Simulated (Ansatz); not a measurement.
## Cost against result

Saddle point of CH$_{5}$FN (charge -1), closed shell ([CH₃F ([CH3][F]) + NH₂]⁻ → [CH₅N ([CH3][NH2]) + F]⁻; bonds formed: C2–N3; bonds broken: F1–C2), PBE0-D4/def2-TZVPD structure:

F1  (-1.347, -1.320, 1.524)
C2  (-0.445, -0.431, 0.404)
N3  (0.683, 0.687, -1.128)
H4  (0.160, 0.087, 1.126)
H5  (-1.273, 0.083, -0.050)
H6  (-0.026, -1.271, -0.121)
H7  (1.666, 0.496, -0.906)
H8  (0.583, 1.668, -0.850)
(Å)

Barriers are electronic and count from the start structure reached by relaxing down the imaginary mode.

Ansatz 0.2.0; basis: as named in each row; cores frozen in the correlated methods. B3LYP uses VWN-RPA correlation. Extrapolation: Hartree–Fock as exp(−7.88 √X), correlation as X^−2.97.

Times are rough, for one single point on 2 threads of a shared host (Arm Neoverse V1).

The estimate by CCSD(T) at an estimated basis limit (MP2 extrapolated from triple and quadruple zeta, plus CCSD(T) − MP2 in triple zeta) is 36.0 kJ/mol.

```tsv
method	basis	time (s)	barrier (kJ/mol)	method less estimate
HF	STO-3G	under 1	141.4	105.4
PBE-D4	STO-3G	under 1	-39.3	-75.2
SPW92	def2-SVP	under 1	1.9	-34.0
B3LYP-D4	6-31G	under 1	-7.5	-43.5
PBE-D4	def2-SVP	under 1	1.3	-34.7
PBE0-D4	def2-SVP	under 1	19.4	-16.6
SPW92	def2-TZVPPD	1	4.8	-31.2
CCSD(T)	def2-SVP	1	32.9	-3.1
PBE-D4	def2-TZVPPD	2	3.7	-32.3
BLYP-D4	def2-TZVPPD	2	1.4	-34.6
PBE0-D4	def2-TZVPPD	2	24.5	-11.5
BHLYP-D4	def2-TZVPPD	2	39.9	3.9
B3LYP-D4	def2-TZVPPD	2	19.1	-16.9
CAM-B3LYP-D4	def2-TZVPPD	3	30.0	-6.0
wB97M-V	def2-SVP	3	28.6	-7.4
r2SCAN-D4	def2-TZVPPD	3	11.9	-24.1
r2SCAN0-D4	def2-TZVPPD	4	28.9	-7.1
PBE-QIDH	def2-TZVPPD	4	35.4	-0.6
B2PLYP	def2-TZVPPD	5	24.3	-11.6
RPA on PBE	def2-TZVPPD	5	25.2	-10.8
B97M-V	def2-TZVPPD	7	24.0	-12.0
wB97X-V	def2-TZVPPD	8	34.3	-1.7
wB97M-V	def2-TZVPPD	8	32.4	-3.6
MP2	def2-QZVPPD	15	36.6	0.6
CCSD(T)	def2-TZVPPD	65	33.7	-2.3
```

All methods are single points on the PBE0-D4 structures; a negative value means that the method puts the saddle structure below the start.

T1 diagnostic: at most 0.019.

Labels in which every atom is bracketed show which atoms are joined, not bond orders.
